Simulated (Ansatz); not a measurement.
**Zr2Nb3Cu3: short dynamics, then relaxation**

A packing of 16 atoms, thrown in at random and pushed apart as soft spheres with like charges further apart (6 Cu, 6 Nb, 4 Zr) went through Langevin stages in a fixed cell of 18.35 Å³/atom, at one k point, without spin and with a Fermi–Dirac width of kT (0.05 eV at least). The calculation used Ansatz, DFT PBE, scalar-relativistic, plane waves, PAW.

```csv
thermostat (K),duration (fs),friction (1/fs),cutoff (eV),mean T (K),mean P (GPa),mean square displacement (Å²)
3010,72,0.030,320,3791,3.9,0.24
3010,315,0.030,420,3298,7.9,0.48
2160,246,0.030,420,2098,3.6,0.27
1200,315,0.030,420,1369,-1.9,0.22
300,417,0.030,420,354,-5.1,0.11
```

Means run over the second half of a stage; pressure includes the kinetic part; displacements count from the stage's start, the atoms' common shift taken off. In so short a run the atoms moved about a bond length or less in the hot stages, so this is an annealed packing, not a quenched equilibrium liquid.

Cell and atoms were then relaxed on coarser meshes and computed once more: Cutoff 420 eV; k points 5×5×5 on the computed 16-atom cell (Γ-centred); Gaussian smearing, width 0.10 eV; no spin polarisation.

Problem. What structure is left?

Solution. One draw of many: 17.15 Å³/atom with no gap on the mesh, 0.12 eV/atom above the elements' standard states (static lattices, no corrections for gases) (a random packing after short dynamics, relaxed).

Counting as bonded all pairs within 1.3 times the summed covalent radii:

```
atom → neighbour mean count mean length (Å) spread (Å)
         Cu → Cu        3.00             2.72        0.21
         Cu → Nb        4.83             2.86        0.14
         Cu → Zr        3.67             2.94        0.30
         Nb → Cu        4.83             2.86        0.14
         Nb → Nb        6.00             3.29        0.48
         Nb → Zr        4.67             3.28        0.44
         Zr → Cu        5.50             2.94        0.30
         Zr → Nb        7.00             3.28        0.44
         Zr → Zr        3.00             3.22        0.26
```

Angles between all pairs of such bonds at an atom (mean ± spread): 97 ± 34° at Cu, 95 ± 35° at Nb, 95 ± 35° at Zr.

```
CELL_PARAMETERS angstrom
6.78599 0.36185 0.30000
0.34179 6.92533 -0.06120
0.26740 -0.09883 5.86639
ATOMIC_POSITIONS crystal
Nb 0.83293 0.82737 0.20124
Nb 0.05777 0.46466 0.48564
Nb 0.83684 0.80838 0.67591
Nb 0.11969 0.11385 0.98727
Nb 0.24960 0.76973 0.75475
Nb 0.79507 0.24999 0.24963
Cu 0.34669 0.38193 0.78420
Cu 0.06443 0.05996 0.48384
Cu 0.60509 0.60597 0.96981
Cu 0.38937 0.34757 0.17203
Cu 0.01375 0.51191 0.98202
Cu 0.52103 0.00783 0.97873
Zr 0.45813 0.07056 0.48408
Zr 0.76323 0.26365 0.76793
Zr 0.26232 0.74812 0.22893
Zr 0.57693 0.56658 0.46973
```

The final mesh leaves forces up to 0.36 eV/Å and stresses up to 0.9 GPa: the relaxation ran on a coarser mesh, so the cell's shape, its bonds and its energy belong partly to that mesh.

Cost: 6 runs of about 56 core-minutes in all (earlier runs that led there not counted), on Intel Xeon Platinum 8259CL (Skylake/Cascade Lake) (shared hosts).